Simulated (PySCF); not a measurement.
Zinc-blende AlN (metastable phase): correlation energy from several methods in one and the same small orbital space (PySCF; 2 atoms at the zone centre, 8 electrons in 58 orbitals, empty ones MP2 natural orbitals of a TZ basis, lattice constant set to 4.2486 Å). Its volume lies 8 % below that of the crystal's usual cell. It tests the methods against each other and lies far from the crystal's limit.

CCSDT(Q) gives -3.2767 eV per atom.

**Question.** What share of it do MP2, CCSD, CCSD(T), CCSDT recover?

**Answer.** MP2 83.7 %; CCSD 96.7 %; CCSD(T) 99.4 %; CCSDT 99.8 %.

| method | E_corr (eV per atom) | share of CCSDT(Q) (%) | difference (meV) |
|---|---|---|---|
| MP2 | -2.7430 | 83.7 | 534 |
| CCSD | -3.1686 | 96.7 | 108 |
| CCSD(T) | -3.2582 | 99.4 | 19 |
| CCSDT | -3.2700 | 99.8 | 7 |
| CCSDT(Q) | -3.2767 | 100.0 | 0 |

MP2, (T) and (Q) use filled levels shifted down by the Madelung term, which in so small a cell is a large part of the gap, so these rows hang on it.

CCSDT(Q) is the highest level reached here, not an exact value.
